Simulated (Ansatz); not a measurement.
Rock-salt HfN, treated with RPBE in Ansatz (plane waves, PAW).

Numerical settings: plane-wave cutoff 520 eV, 16×16×16 k mesh, Fermi–Dirac smearing 0.1 eV, perturbation theory, scalar-relativistic PAW data made under PBE.

Computed at the level's own relaxed cell.

```
CELL_PARAMETERS angstrom
      0.00000     2.28710     2.28710
      2.28710     0.00000     2.28710
      2.28710     2.28710     0.00000
ATOMIC_POSITIONS crystal
  Hf 0.00000 0.00000 0.00000
  N  0.50000 0.50000 0.50000
```

Harmonic phonon frequencies (cm⁻¹; i marks an imaginary mode):

| q point | frequencies |
|---|---|
| Γ | ___ |
| X | 139 139 154 448 477 477 |
| U | ___ |
| L | ___ |

Problem. Some entries are withheld; supply them.

Solution. 
- Γ, frequencies: 0 0 0 465 465 465
- U, frequencies: 127 142 152 443 477 499
- L, frequencies: 111 111 139 474 497 497

No imaginary mode appears at these points.

Ansatz is a program for electronic structure.
